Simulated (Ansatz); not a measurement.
Basis-set extrapolation for C3H5N (`NC1=CC1`) (PBE0-D4/def2-TZVP geometry, frozen core, Ansatz). Multiplicity 1, RHF reference.

```
                      def2-TZVPP   def2-QZVPP
                 HF  -170.931549  -170.939357
    MP2 correlation    -0.694185    -0.739895
CCSD(T) correlation    -0.750166      not run
```

Energies in hartree. Use E(X) = E(∞) + A·exp(−7.88·√X) for Hartree–Fock and E(X) = E(∞) + B·X^(−2.97) for correlation, with X = 3 and 4, and add CCSD(T) minus MP2 of the smaller set to the MP2 limit.

**Question.** What is the CCSD(T) energy at the basis-set limit?

**Answer.** HF limit: -170.939357 + (-0.007808) × 0.13774 = -170.94043. MP2 limit: -0.739895 + (-0.045710) × 0.74074 = -0.77375. Higher-order term: -0.750166 − (-0.694185) = -0.05598. Total: -171.77016 hartree, 232.2 kJ/mol below CCSD(T)/def2-TZVPP.
